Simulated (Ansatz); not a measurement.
**Al2H (doublet): wave-function methods side by side at distance Al1–H3 = 5.455 Å, 6-31G**

An exercise on one series of results from a longer session: the logs are not shown, and one member is left open.

Computed with Ansatz 0.2.0, Gaussian basis. Level: 6-31G, core rule «outside noble gas», up to 10 orbitals frozen.

The runs, in order: UHF; CCSD(T) on ROHF; CCSD(T) on UHF; BCCD(T) on ROHF; CISD; CCSDT(Q) on ROHF; CCSDT(Q) on UHF; CISDTQ; CCSDTQ on ROHF; CCSDTQ on UHF; CASSCF and MRCISD+Q, 3 electrons in 3 orbitals; CASSCF and NEVPT2, 3 electrons in 3 orbitals; CASSCF and MRCISD+Q, 7 electrons in 9 orbitals; CASSCF and MRCISD+Q(relaxed), 7 electrons in 9 orbitals; CASSCF and NEVPT2, 7 electrons in 9 orbitals; Full CI; Full CI in the symmetry of the determinant.

22 further runs of the same task are left out: 17 that didn't finish, 5 set aside as unsound or not needed.

**What is computed**

The geometry derives from a PBE0/def2-TZVP stationary point (not a proven minimum). One bond is set to the value named and the two fragments are kept rigid.

3 atoms, charge 0, spin multiplicity 2.

Atoms are counted from 1 here; the program's logs count them from 0.

Bond lengths: Al1–Al2 2.677 Å.

Set-up of the first run:

File in.yaml:

```yaml
crystal:
  periodic: [false, false, false]
  atoms:
    - {symbol: Al, position_ang: [0.000000, 0.000000, -0.926021]}
    - {symbol: Al, position_ang: [0.000000, 0.000000, -3.602959]}
    - {symbol: H, position_ang: [0.000000, 0.000000, 4.528979]}
basis:
  gaussian: {orbitals: 6-31G}
magnetization: {spin_polarized: true, initial_magnetization: 1}
hamiltonian: {xc: hf}
output: {orbitals: {seedname: orbitals}}
```

Command:

```bash
$ ansatz run in.yaml --threads 1 --pin off --events-out ev --progress --plain --max-ram 2393MiB
```

Among the steps run: UHF; CCSD(T) on ROHF; CCSD(T) on UHF; BCCD(T) on ROHF; CISD; CCSDT(Q) on ROHF; CCSDT(Q) on UHF; CISDTQ; CCSDTQ on ROHF; CCSDTQ on UHF; CASSCF and MRCISD+Q, 3 electrons in 3 orbitals; CASSCF and NEVPT2, 3 electrons in 3 orbitals; CASSCF and MRCISD+Q, 7 electrons in 9 orbitals; CASSCF and MRCISD+Q(relaxed), 7 electrons in 9 orbitals; CASSCF and NEVPT2, 7 electrons in 9 orbitals; Full CI; Full CI in the symmetry of the determinant.

One table of the session follows, with a row left open; its other results are not shown here.

| method | from FCI (kcal/mol) |
| --- | --- |
| UHF | +45.64 |
| UMP2 | +17.51 |
| UCCSD | +1.56 |
| UCCSD(T) | +0.56 |
| UCCSDT | +0.10 |
| UCCSDT(Q) | +0.03 |
| UCCSDTQ | -0.01 |
| CASSCF pair | +48.23 |
| NEVPT2 pair | +15.38 |
| MRCISD pair | +3.89 |
| MRCISD+Q pair | -1.28 |
| CASSCF valence | ? |
| NEVPT2 valence | +3.62 |
| MRCISD valence | +0.22 |
| MRCISD+Q valence | -0.03 |
| MRCISD+Q(relaxed) valence | -0.11 |
| FCI | 0 |

Estimate the missing values for CASSCF valence.

As computed: from FCI (kcal/mol): +11.03. In the column «from FCI (kcal/mol)» it lies between MRCISD pair (+3.89) and NEVPT2 pair (+15.38).

Left out of the table: ROHF, RMP2, CISD, RCCSD, RCCSD(T), BCCD(T), RCCSDT, CISDTQ, RCCSDT(Q), RCCSDTQ (another determinant or state than the rows shown).

To keep in mind: The determinant is far from a pure spin state, so its energy mixes those of several spin states (harmless only where they are near-degenerate, as at dissociation). The report flags that the cluster equations may have other roots. MRCISD+Q pair, MRCISD+Q(relaxed) valence fall below full CI: the +Q correction isn't variational, and the cores differ from full CI's. Levels on UHF freeze UHF's core orbitals, full CI those of ROHF, so the U rows can settle a little off it for that reason alone.
